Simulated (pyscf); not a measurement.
Single points on ωB97X-D3(BJ)/def2-SVP structures (PySCF, gas phase).

**Question.** For H₂N–W(F)(F)(F)(F)–Cl + HF -> H₂N–W(F)(F)(F)(F)–F + HCl, a four-centre exchange (singlet surface; Cl–W, F–H broken, F–W, Cl–H formed), PBE/def2-TZVP gives ΔE‡ = 0.61 eV and ΔE = -0.32 eV (zero: the separated reactants). In which direction and how far do B3LYP-D3(BJ)/def2-TZVP, PBE0-D3(BJ)/def2-TZVP, ωB97M-D3(BJ)/def2-TZVP move these?

**Answer.** B3LYP-D3(BJ): ΔE‡ = 0.72 eV, ΔE = -0.31 eV; PBE0-D3(BJ): ΔE‡ = 0.73 eV, ΔE = -0.26 eV; ωB97M-D3(BJ): ΔE‡ = 0.75 eV, ΔE = -0.39 eV. PBE's barrier lies under all of them, by 0.12 to 0.14 eV. Its reaction energy lies among theirs. This is the saddle that the search found; another between the same sides may lie lower. Elements past Kr carry the def2 core potentials, without spin-orbit coupling.
